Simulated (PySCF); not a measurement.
**Basis set benchmark on one molecule**

Molecule: pentane (SMILES CCCCC).

Cartesian coordinates in Å; atom numbers follow the order of the lines, from 1:
```xyz
17

C    -2.5451   -0.2703    0.3086
C    -1.2389    0.4288    0.6500
C    -0.0157   -0.2357    0.0336
C     1.2977    0.4572    0.3699
C     2.5129   -0.2139   -0.2497
H    -3.4095    0.2330    0.7678
H    -2.7133   -0.2929   -0.7803
H    -2.5430   -1.3147    0.6605
H    -1.2837    1.4816    0.3185
H    -1.1145    0.4681    1.7469
H     0.0325   -1.2897    0.3644
H    -0.1364   -0.2754   -1.0649
H     1.2461    1.5099    0.0391
H     1.4146    0.4966    1.4676
H     2.4401   -0.2356   -1.3491
H     3.4452    0.3098    0.0111
H     2.6107   -1.2570    0.0921
```

Geometry PBE0-D3(BJ)/def2-SVP throughout; GIAO in PySCF 2.14, gas phase, one conformer, non-relativistic; equivalent atoms averaged; functional PBE0.

Reference values (measured; solution, THF-d8, 298 K; Fulmer et al., Organometallics 2010, 29, 2176): δ(H6/H7/H8/H15/H16/H17) = 0.89 ppm, δ(C1/C5) = 14.2 ppm, δ(C2/C4) = 23.0 ppm, δ(C3) = 34.9 ppm. Computed shifts are taken against TMS, calculated as an isolated molecule at each level.

Question: How do the basis sets STO-3G, 6-31G, pcSseg-0, 6-31G*, def2-SVP, cc-pVDZ, pcSseg-1, 6-311+G(2d,p), aug-cc-pVDZ, def2-TZVP, IGLO-III, cc-pVTZ perform against the reference? Times are CPU seconds on shared hosts with different chips, so compare them loosely.

Answer: 
```
    basis set  functions  H6/H7/H8/H15/H16/H17  C1/C5  C2/C4    C3  abs. error H  mean abs. error C  core-s
       STO-3G         37                  0.72   20.3   26.7  30.0          0.17                4.9     3.1
        6-31G         69                  1.11   16.7   25.4  35.6          0.22                1.9     5.7
     pcSseg-0         69                  1.09   18.2   25.8  36.7          0.20                2.9     5.3
       6-31G*         94                  0.99   16.2   25.0  34.6          0.10                1.4     7.7
     def2-SVP        130                  0.85   15.9   25.5  35.9          0.04                1.7      11
      cc-pVDZ        130                  0.90   17.1   28.0  38.4          0.01                3.8      11
     pcSseg-1        145                  1.00   16.8   27.2  38.2          0.11                3.4      26
6-311+G(2d,p)        207                  0.92   15.7   27.2  38.2          0.03                3.0      22
  aug-cc-pVDZ        223                  1.01   15.9   27.7  38.4          0.12                3.3      23
    def2-TZVP        227                  0.93   16.5   28.1  39.3          0.04                3.9      26
     IGLO-III        295                  0.94   16.7   28.5  40.1          0.05                4.4      37
      cc-pVTZ        318                  0.94   16.4   27.8  38.9          0.05                3.7      39
```

For ¹H the closest is cc-pVDZ (0.01 ppm, with 6-311+G(2d,p) practically level) and the furthest 6-31G (0.22 ppm).

For ¹³C the closest is 6-31G* (1.4 ppm) and the furthest STO-3G (4.9 ppm). Where a smaller basis beats a larger one, errors probably cancel. One molecule is a small sample, and vibrational and solvent effects are absent from the calculation.

A small basis that lands close on one nucleus may do so by chance; judge by the trend and by all nuclei.
